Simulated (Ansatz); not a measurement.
Barrier height from H + ClH to the transition structure ClH2, without zero-point energy, on the benchmark's geometries as Psi4's copy of the set gives them.
Transition structure (charge 0, multiplicity 2):
```tsv
atom	x (Å)	y (Å)	z (Å)
H	0.0000	0.0000	1.4858
Cl	0.0000	0.0000	0.0000
H	0.0000	0.0000	-1.4858
```
Reactant (charge 0, multiplicity 1):
```xyz
2

Cl     0.0000     0.0000     0.0000
H      1.2744     0.0000     0.0000
```

Open shells are unrestricted; no spin–orbit coupling.

Cores are frozen in the correlated methods. CBS(a, b) extrapolates the correlation energy as X⁻³ and adds the Hartree–Fock energy of set b.

The values were computed with Ansatz (a quantum-chemistry and plane-wave program) with Gaussian orbitals. Values without a source in brackets are computed.

```
level                                          barrier height (kcal/mol)
---------------------------------------------  -------------------------
HF/aug-cc-pV(D+d)Z                                                 31.67
SVWN5/def2-TZVPPD                                                   2.06
PBE/def2-TZVPPD                                                     9.56
CAM-B3LYP/def2-TZVPPD                                              14.37
wB97X-V/def2-TZVPPD                                                18.93
SCS-MP2/aug-cc-pV(Q+d)Z                                            23.40
CCSD(T)/aug-cc-pV(T+d)Z                                       (withheld)
CCSD(T)/aug-cc-pV(Q+d)Z                                            18.02
CCSD(T)/CBS(aug-cc-pV(T+d)Z, aug-cc-pV(Q+d)Z)                      17.72
```

Question: Complete the blanks.

Answer: 
- CCSD(T)/aug-cc-pV(T+d)Z, barrier height (kcal/mol): 18.42
